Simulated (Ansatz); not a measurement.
# CHAlO: the cost of one run

The runs use Ansatz 0.2.0, Gaussian basis; def2-TZVPP, core rule «outside noble gas», up to 7 orbitals frozen.

Plan: UHF; ROHF; CCSD(T) on UHF.

2 further runs of the same task are left out: 2 set aside as unsound or not needed.

**1. The system**

The geometry is a PBE0/def2-TZVP stationary point (not a proven minimum).

4 atoms, charge 0, spin multiplicity 3.

Atoms are counted from 1 here; the program's logs count them from 0.

Bond lengths: C1–Al2 1.941 Å, Al2–O3 1.648 Å, O3–H4 0.948 Å. Angles: C1–Al2–O3 180.0°, Al2–O3–H4 180.0°.

**2. UHF**

in.yaml reads:

```yaml
crystal:
  periodic: [false, false, false]
  atoms:
    - {symbol: C, position_ang: [0.000000, 0.000000, -2.516875]}
    - {symbol: Al, position_ang: [0.000000, 0.000000, -0.575575]}
    - {symbol: O, position_ang: [0.000000, 0.000000, 1.072125]}
    - {symbol: H, position_ang: [0.000000, 0.000000, 2.020325]}
basis:
  gaussian: {orbitals: def2-TZVPP}
magnetization: {spin_polarized: true, initial_magnetization: 2}
hamiltonian: {xc: hf}
output: {orbitals: {seedname: orbitals}}
```

The run is started by

```
> ansatz run in.yaml --threads 1 --pin off --events-out ev --progress --plain --max-ram 2560MiB --backend cpu
```

Q: Estimate wall time and peak memory on 1 thread of AMD EPYC 7R13, shared host.

About 5.5 s, with a peak of 0.27 GiB.
